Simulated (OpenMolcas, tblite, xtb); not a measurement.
**BClO (boron chloride oxide): methods side by side**

BClO: 3 atoms, total charge 0, spin state singlet. As SMILES, `O=BCl`. The shape is that of a GFN2-xTB optimisation.

```csv
atom,x (Å),y (Å),z (Å)
O,1.0196,0.6062,0.6270
B,0.1131,0.0666,0.0695
Cl,-1.1326,-0.6728,-0.6965
```

Each level gives the vertical energy of the triplet above the singlet (eV). The values are calculated.

| level | kind | program | value (eV) | CPU time (all runs) |
| --- | --- | --- | --- | --- |
| GFN2-xTB | semi-empirical | tblite | 7.95 | under 2 s |
| GFN1-xTB | semi-empirical | tblite | 8.19 | under 2 s |
| GFN0-xTB | semi-empirical | xtb | 6.80 | under 2 s |
| IPEA1-xTB | semi-empirical | tblite | 7.69 | under 2 s |
| HF/STO-3G | Hartree–Fock | OpenMolcas | 6.60 | 3.9 s |
| HF/STO-3G, open shells restricted | Hartree–Fock | OpenMolcas | 6.69 | 4.3 s |
| HF/ANO-S-VDZP (Cholesky decomposition) | Hartree–Fock | OpenMolcas | 6.62 | 6.6 s |
| SVWN5/STO-3G | LDA | OpenMolcas | 8.42 | 7.8 s |
| PBE/STO-3G | GGA | OpenMolcas | 8.16 | 8.8 s |
| r2SCAN/STO-3G | meta-GGA | OpenMolcas | 8.00 | 11 s |

The values span 6.60 to 8.42 eV. The xTB rows lack spin polarisation, so open shells miss the exchange term that lowers them. CPU times are rough (shared hosts, several kinds of processor): they show what a rung costs within a factor of a few.
